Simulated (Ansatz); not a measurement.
A nudged elastic band was laid between two geometries of CH₇BO (10 atoms, charge 0, multiplicity 1).

Theory: Ansatz, RKS PBE0/def2-SVP.

| Property | Result |
| --- | --- |
| movable images | 7 |
| climbing image | yes |
| spring | 5.0 eV/Å² |
| optimiser | quadratic models (default) |
| start path | through a guess of the saddle point |
| force threshold | 0.05 eV/Å |
| iteration limit | 60 |
| end points | relaxed |

Initial state:

```xyz
10
Properties=species:S:1:pos:R:3
B -0.032 -0.199 0.382
C 0.102 0.272 1.899
H -0.766 0.014 2.533
H 1.011 -0.102 2.398
H 0.165 1.374 1.912
H 0.956 -0.061 -0.322
H -1.085 0.092 -0.179
O -0.128 -1.905 0.461
H -0.307 -2.223 -0.434
H -0.908 -2.129 0.988
```

Final state:

```xyz
10
Properties=species:S:1:pos:R:3
B -0.010 -0.610 -0.817
C -0.020 0.015 2.701
H -0.945 0.162 3.274
H 0.844 0.087 3.375
H 0.057 0.790 1.926
H 1.070 -0.071 -0.885
H -1.051 0.009 -0.893
O -0.010 -1.948 -0.661
H -0.894 -2.324 -0.612
H -0.031 -0.977 2.229
```

(1) What changes between the two ends?

(2) Give the energies along the band, and the barrier.

(3) What is the geometry of the highest image?

(4) What are the harmonic wavenumbers there?

## Answers

(1) Bonds broken: B1–C2, O8–H10. Bonds formed: C2–H10. CH7BO becomes BH3O + CH4.

(2) The forces met the threshold. The highest image is number 3 of 0 to 8, 100.9 kJ/mol above the first end and 194.0 kJ/mol above the last; the last end lies 93.0 kJ/mol below the first. A vibrational analysis at the climbing image gives one clearly imaginary mode, 1333i cm⁻¹: a first-order saddle point. The orbitals stay closed-shell, which can raise the energy where a bond breaks towards radicals; this wasn't checked here.

```json
{"image": "0", "path coordinate (Å)": "0.00", "energy (kJ/mol)": "0.0", "B1–C2 (Å)": "1.59", "O8–H10 (Å)": "0.97", "C2–H10 (Å)": "2.76"}
{"image": "1", "path coordinate (Å)": "0.66", "energy (kJ/mol)": "2.0", "B1–C2 (Å)": "1.60", "O8–H10 (Å)": "0.97", "C2–H10 (Å)": "2.49"}
{"image": "2", "path coordinate (Å)": "1.33", "energy (kJ/mol)": "19.8", "B1–C2 (Å)": "1.62", "O8–H10 (Å)": "0.97", "C2–H10 (Å)": "1.99"}
{"image": "3", "path coordinate (Å)": "1.99", "energy (kJ/mol)": "100.9", "B1–C2 (Å)": "1.77", "O8–H10 (Å)": "1.25", "C2–H10 (Å)": "1.38"}
{"image": "4", "path coordinate (Å)": "2.53", "energy (kJ/mol)": "5.0", "B1–C2 (Å)": "2.15", "O8–H10 (Å)": "1.73", "C2–H10 (Å)": "1.13"}
{"image": "5", "path coordinate (Å)": "3.06", "energy (kJ/mol)": "-61.9", "B1–C2 (Å)": "2.57", "O8–H10 (Å)": "2.08", "C2–H10 (Å)": "1.09"}
{"image": "6", "path coordinate (Å)": "3.60", "energy (kJ/mol)": "-84.7", "B1–C2 (Å)": "2.91", "O8–H10 (Å)": "2.40", "C2–H10 (Å)": "1.10"}
{"image": "7", "path coordinate (Å)": "4.14", "energy (kJ/mol)": "-91.7", "B1–C2 (Å)": "3.25", "O8–H10 (Å)": "2.70", "C2–H10 (Å)": "1.10"}
{"image": "8", "path coordinate (Å)": "4.68", "energy (kJ/mol)": "-93.0", "B1–C2 (Å)": "3.57", "O8–H10 (Å)": "3.05", "C2–H10 (Å)": "1.10"}
```

(3) 
```xyz
10
Properties=species:S:1:pos:R:3
B 0.011 -0.326 0.165
C -0.028 -0.023 1.912
H -0.939 -0.199 2.506
H 0.865 -0.247 2.514
H -0.004 1.057 1.700
H 1.071 0.092 -0.242
H -1.014 0.126 -0.304
O 0.002 -1.897 0.198
H -0.869 -2.216 -0.065
H -0.085 -1.233 1.253
```

(4) 1333i, 175, 398, 529, 630, 686, 815, 834, 839, 987, 1053, 1162, 1175, 1212, 1292, 1446, 1462, 2027, 2542, 2637, 3058, 3160, 3172, 3889 cm⁻¹.

The run took 3.7 min on 1 thread of Arm Neoverse V1, on a shared host, peak memory 0.13 GiB.
